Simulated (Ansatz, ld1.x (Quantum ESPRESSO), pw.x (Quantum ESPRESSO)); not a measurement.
From atom to crystal: ultrasoft potential for Ir

| Quantity | Value |
| --- | --- |
| Element | iridium |
| Generator | ld1.x (Quantum ESPRESSO) 7.5 |
| Type | ultrasoft |
| Functional | LDA (PW92) |
| Relativity | scalar-relativistic |
| Frozen core | [Kr] 4d10 4f14 |
| Valence charge | 17 |
| Reference configuration | 5s2 5p6 5d7 6s2 6p0 |
| Partial waves | 5s (bound): rcut 1.65, rcutus 1.75 bohr; 6s (bound): rcut 1.65, rcutus 1.75 bohr; 5p (bound): rcut 1.50, rcutus 1.75 bohr; 6p (bound, empty): rcut 1.50, rcutus 1.75 bohr; 5d (bound): rcut 1.90, rcutus 2.50 bohr; 5d channel at 0.15 Ry: rcut 1.90, rcutus 2.50 bohr; 5f channel at -0.1 Ry: rcut 1.55, rcutus 1.95 bohr; 5f channel at 1 Ry: rcut 1.55, rcutus 1.95 bohr |
| Local potential | all-electron potential smoothed inside 2.35 bohr (lloc = -2) |
| Core correction | a·sin(br)/r model core, default radius (core density twice the valence density) |
| Augmentation charge | PSQ, inside the norm-conserving radii |

Atomic tests: cutoffs needed: 35 Ry and 55 Ry (the cutoffs (Ry, on a coarse ladder) from which the occupation-weighted sum of valence levels, in a spherical-Bessel basis at the reference potential, stays within 10 and 1 mRy of its value at 400 Ry); ghost test: no extra level below or beside the all-electron valence levels (s, p, d, f tested) (spherical-Bessel basis up to 400 Ry, 20 bohr box); configuration tests: test run stopped at test 1 of 9 (negative rho).

Crystal test: sc Ir in pw.x 7.5, no spin, 13³ k-points, Fermi–Dirac smearing 0.01 Ry, cutoffs 70/560 Ry. The reference is all-electron LAPW (Ansatz 0.2.0) with the same functional, mesh and smearing; V0 and B0 come from Birch–Murnaghan fits to the pressures at five volumes. Errors are pseudo minus all-electron; Δ is the rms difference of the E(V) curves that follow from these fits, minima aligned, over ±6 % about the mean V0. Mesh and smearing are coarse, so the numbers serve the comparison and aren't converged zero-temperature values; the lattice is a test structure that the element need not adopt.

All-electron: a0 = 2.529 Å (V0 = 16.17 Å³/atom), B0 = 288.0 GPa.

**Question.** How far does the potential miss the all-electron equation of state?

**Answer.** mean pressure error (GPa): +8.29; a0 (Å): 2.549; a0 error (%): +0.81; B0 error (%): +4.5; Δ (meV/atom): 26.0. The largest radius (2.50 bohr) exceeds half the bond length (2.38 bohr), so the spheres overlap, which is one possible source of error among others. This is a poor potential for the solid. Atomic configuration tests: test run stopped at test 1 of 9 (negative rho).

| V (Å³/atom) | P all-electron (GPa) | P pseudo (GPa) |
| --- | --- | --- |
| 15.253 | 19.40 | 30.62 |
| 15.655 | 10.09 | 19.62 |
| 16.056 | 2.06 | 10.14 |
| 16.457 | -4.87 | 1.97 |
| 16.859 | -10.85 | -5.08 |

**Question.** At the middle volume, how do free energy and pressure move when the wave cutoff is lowered (ecutrho held at 560 Ry)?

**Answer.**

```json
{"cutoff (Ry)": "32", "shift of F (meV/atom)": "+358.5", "shift of P (GPa)": "-8.23"}
{"cutoff (Ry)": "42", "shift of F (meV/atom)": "+47.9", "shift of P (GPa)": "-2.07"}
{"cutoff (Ry)": "56", "shift of F (meV/atom)": "+11.0", "shift of P (GPa)": "+0.01"}
```

The run at the middle volume (84 k-points, 8 iterations) took about 26 s on one core of a shared host (Neoverse-V1, 32 threads, 247 GiB, load 13).
